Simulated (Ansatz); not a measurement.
A calculation on fluorite CeO2 returned lattice constant a 5.463 Å, bulk modulus 174 GPa.

For reference: lattice constant a 5.391 Å (measured, 0 K, extrapolated to 0 K; as tabulated in Stimac et al. (2024), arXiv:2411.06536); bulk modulus 220 ± 9 GPa (measured, room temperature, not corrected to a static lattice, our sources range from 220 to 230; as tabulated in High Pressure Brillouin Spectroscopy and X-ray Diffraction of Cerium Dioxide …).

**Question.** Which level of theory produced these numbers?
A) PBEsol (Ansatz (a quantum-chemistry and plane-wave program))
B) PBE+SOC (Ansatz)
C) PBE0 (Ansatz)
D) r²SCAN+SOC (Ansatz)

**Answer.** B, PBE+SOC (Ansatz)

The others give: PBEsol 5.398 Å, 192 GPa; PBE0 5.396 Å, 209 GPa; r²SCAN+SOC 5.436 Å, 192 GPa.

Unless a cell is named, each level is at its own relaxed cell (PBE+SOC 13.59, PBE0 13.09, PBEsol 13.11, r²SCAN+SOC 13.39 Å³/atom).

The crystal itself was run without spin with PBEsol, PBE0; a magnetic state was not tried in these runs.

Ansatz's density-functional and Hartree–Fock values are scalar-relativistic unless marked +SOC, with PAW data made under PBE.
